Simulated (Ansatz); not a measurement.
One change: `N=C(F)C=O` becomes `N=CC=O`.

Ansatz, PBE0-D4/def2-TZVP geometries, multiplicity 1. Each molecule was computed in one conformer, which needn't be the lowest.

| property | `N=C(F)C=O` |
| --- | --- |
| HOMO–LUMO gap (PBE/def2-TZVPP) / eV | 3.04 |
| LUMO energy (B3LYP/def2-TZVPP) / eV | -2.86 |
| LUMO energy (PBE/def2-TZVPP) / eV | -3.65 |
| LUMO energy (PBE0/def2-TZVPP) / eV | -2.60 |
| size of the dipole moment (ωB97M-V/def2-TZVPP) / D | 1.91 |
| zero-point energy (PBE0-D4/def2-TZVP) / kJ/mol | 112.9 |

Give the same properties after the change, and the shifts. (Best estimate.)

Computed: 
```tsv
property	`N=CC=O`	shift
HOMO–LUMO gap (PBE/def2-TZVPP) / eV	2.56	-0.48
LUMO energy (B3LYP/def2-TZVPP) / eV	-2.96	-0.10
LUMO energy (PBE/def2-TZVPP) / eV	-3.79	-0.14
LUMO energy (PBE0/def2-TZVPP) / eV	-2.71	-0.11
size of the dipole moment (ωB97M-V/def2-TZVPP) / D	2.21	0.30
zero-point energy (PBE0-D4/def2-TZVP) / kJ/mol	132.4	19.5
```

With PBE0 the HOMO rises by 0.49 eV and the LUMO falls by 0.11 eV, so the gap narrows by about 0.60 eV. PBE moves the HOMO by 0.35 eV and ωB97M-V by 0.55 eV. Dipoles are sizes alone; their direction can turn.

B3LYP here is the variant with VWN-RPA as its local correlation; programs differ in this.
